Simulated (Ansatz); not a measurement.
**BeLi− (singlet): from Hartree-Fock to the top rungs, aug-cc-pVTZ**

One table from this session's results is given with a row withheld; the runs are named, their logs left out.

Method: aug-cc-pVTZ, core rule «outside noble gas», up to 2 orbitals frozen; program: Ansatz 0.2.0, Gaussian basis.

Plan: UHF; CCSD(T) on RHF; CCSD(T) on UHF; BCCD(T) on RHF; CCSDT(Q) on RHF; CCSDT(Q) on UHF; CASSCF and NEVPT2, 4 electrons in 8 orbitals; Full CI.

13 further runs of the same task are left out: 3 for a known fault of the program, 1 that didn't finish, 9 set aside as unsound or not needed.

## The system

The geometry is a PBE0/def2-TZVPD stationary point (not a proven minimum).

2 atoms, charge -1, spin multiplicity 1.

Atoms are counted from 1 here; the program's logs count them from 0.

No contacts short enough for the rule that draws bonds.

The first run:

Contents of in.yaml:

```yaml
crystal:
  periodic: [false, false, false]
  atoms:
    - {symbol: Li, position_ang: [0.000000, 0.000000, 0.000000]}
    - {symbol: Be, position_ang: [0.000000, 0.000000, 2.936000]}
basis:
  gaussian: {orbitals: aug-cc-pVTZ}
total_charge: -1
magnetization: {spin_polarized: true, initial_magnetization: 0}
hamiltonian: {xc: hf}
output: {orbitals: {seedname: orbitals}}
```

Launch:

```bash
ansatz run in.yaml --threads 1 --pin off --events-out ev --progress --plain --max-ram 2393MiB
```

Steps of the session up to this table: UHF; CCSD(T) on RHF; CCSD(T) on UHF; BCCD(T) on RHF; CCSDT(Q) on RHF; CCSDT(Q) on UHF; CASSCF and NEVPT2, 4 electrons in 8 orbitals; Full CI.

One of the session's tables, all rows but one given; the rest of the session is left out.

| method | from FCI (kcal/mol) |
| --- | --- |
| RHF | +55.31 |
| UHF | +42.52 |
| RMP2 | +18.87 |
| UMP2 | +18.20 |
| RCCSD | +3.84 |
| UCCSD | +4.64 |
| RCCSD(T) | +0.90 |
| UCCSD(T) | +2.43 |
| BCCD(T) | +0.99 |
| RCCSDT | +0.30 |
| UCCSDT | +0.46 |
| RCCSDT(Q) | +0.03 |
| UCCSDT(Q) | 0.00 |
| CASSCF valence | ? |
| NEVPT2 valence | +4.57 |
| FCI | 0 |

**Question.** Estimate the row for CASSCF valence.

The run gave: from FCI (kcal/mol): +12.81. In the column «from FCI (kcal/mol)» it lies between UCCSD (+4.64) and UMP2 (+18.20).

Limits of these values: The determinant is far from a pure spin state, so its energy mixes those of several spin states (harmless only where they are near-degenerate, as at dissociation). Restricted and unrestricted rows rest on different reference determinants; where their highest levels disagree by more than a few hundredths of an eV, they describe different states and don't form one ladder.
